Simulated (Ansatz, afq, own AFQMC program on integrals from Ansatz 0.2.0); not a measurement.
**Al$_{2}$H$_{2}$, singlet: AFQMC among the cluster methods**

```xyz
4

Al    0.0000    0.0000    1.1500
Al    0.0000    0.0000   -1.1500
H     0.0000    0.0000    2.7245
H     0.0000    0.0000   -2.7245
```

Connectivity, by distances: AlH–AlH.

Basis 6-31G. Noble-gas cores (and the filled d shells of Ga–Kr and In–Xe) are frozen. Ansatz 0.2.0 and our own AFQMC program on the same integrals; the CISD trial comes from CCSD amplitudes, and released means the phaseless constraint is let go. Uncertainties: one standard error, sampling alone.

Determinant: RHF, the one that the program's search chose, which needn't be the lowest solution. The geometry is a PBE0/def2-TZVP stationary point of this or a neighbouring charge and spin state.

Full CI on the same integrals is exact in this basis and with this determinant's frozen core.

Cautions: another spin lies lower (by 560 meV); restricted determinant unstable towards unrestricted (UHF 602 meV lower, ⟨S²⟩ 1.00); the CCSDT(Q) amplitudes may be one of several solutions (largest double 0.77); the CCSDTQ amplitudes may be one of several solutions (largest double 0.96); the released energy hasn't reached full CI (72 meV above it at 2.40 1/Eh), so no released level is given (meV from the phaseless value at times in 1/Eh: -1.4 ± 2.0 at 0.24, -2.3 ± 1.7 at 0.51, -5.9 ± 1.9 at 0.99, -10.3 ± 1.3 at 1.62, -10.0 ± 1.5 at 2.40); the determinant fills πx and πy unequally, so it mixes two states of the linear molecule, and each level undoes that mixture to a different degree, while full CI gives the lower state.

```
T1 diagnostic                               : 0.0140
weight of the determinant in the CISD state : 0.866
size of the correlated space                : 8 electrons in 20 orbitals
```

```json
{"level": "MP2", "correlation energy (eV)": "-1.7698"}
{"level": "CCSD", "correlation energy (eV)": "-2.5519"}
{"level": "CCSD(T)", "correlation energy (eV)": "-2.6134"}
```

Question: Estimate where phaseless AFQMC with a CISD trial lies against CCSD(T) on the same integrals.

Answer: 0.29 ± 0.07 mEh below CCSD(T).

Reference: full CI, correlation energy -2.703 eV. The cautions show a poor starting determinant, so the rows tell how each method copes with it here, and full CI is the sure value.

```
        level  E − E(reference) (mEh)  share of correlation (%)
      CCSD(T)                    3.31                     96.67
        CCSDT                    0.96                     99.03
     CCSDT(Q)                    0.06                     99.94
       CCSDTQ                    0.04                     99.96
ph-AFQMC/CISD             3.01 ± 0.07                     96.97
```

CCSDT and higher add their correlation energy to the determinant of the CCSD(T) run, since their own runs factorise the integrals more tightly (a shift of under 2 meV).
